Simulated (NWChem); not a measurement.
**CH**

```xyz
2

C      0.0000     0.0000     0.1620
H      0.0000     0.0000    -0.9722
```
Charge 0, spin multiplicity 2.

Everything below was run with NWChem. Structure: optimised with UPBE0/def2-SVP, a minimum by its harmonic frequencies.

The correlated methods keep 1 core orbital frozen. This spin state was chosen for the runs; another may lie lower. The structure started from a generated list of species. The unpaired electrons of the parent sit in orbitals of symmetry b1 (C2v labels of the run); other states weren't searched. No SCF solution was tested for a lower state.

Worked example. A B2PLYP run in 3-21G ends its self-consistent part (53 % exact exchange, 47 % B88, 73 % LYP) at -38.19381 Ha, and second-order perturbation theory on those orbitals gives -0.05771 Ha unscaled.

The perturbative term enters with the weight 0.27: -38.19381 + 0.27·(-0.05771) = -38.20939 Ha is the total energy.
